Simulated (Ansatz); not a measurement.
## Ansatz (development build ahead of 0.2.0) run

```yaml
crystal:
  periodic: [false, false, false]
  atoms:
    - { symbol: C, position_ang: [0.0, 0.0, -1.5015] }
    - { symbol: C, position_ang: [0.0, 0.0, 0.0] }
    - { symbol: O, position_ang: [0.0, 0.0, 1.2859] }
basis:
  gaussian: { orbitals: def2-SVP }
magnetization:
  spin_polarized: true
  initial_magnetization: 2
hamiltonian:
  xc: hf
correlation:
  method: mp2
  frozen_orbitals: { C: 1, O: 1 }
scf:
  omitted_lower_state_checks: [stability, starts, atomic_configurations, cluster_reference, orbital_swaps, given_window_search, neighbouring_geometries, increment]
```

The input is written out in the form of the current development build from the run's settings.

Results

```json
{
  "Converged": "yes",
  "Reference energy": "-150.27995 hartree",
  "Correlation energy": "-0.39268 hartree",
  "Total energy": "-150.67262 hartree",
  "Spin squared of the determinant": "2.110",
  "Occupied orbitals by symmetry in an Abelian subgroup (alpha; beta)": "7 A1 2 B1 2 B2; 7 A1 1 B1 1 B2"
}
```

Messages of the program:
```
mean field -4089.32563979 eV, -150.2799454176 hartree, gradient 2.3e-6 eV, S^2 2.109958; 0 other ends of a descent, 0 dependent functions left out
```

Caution: the unrestricted determinant is spin contaminated.
